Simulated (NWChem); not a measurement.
Species: Na cation

Results from NWChem. GIAO values for the isolated, static molecule; σ is the absolute isotropic shielding.

```csv
level,basis functions,σ Na1 (ppm)
PBE/cc-pVDZ,18,623.1
PBE/cc-pVTZ,34,622.5
PBE/cc-pCVTZ,59,623.1
PBE/pcSseg-1,16,623.4
PBE/pcSseg-2,28,623.5
```
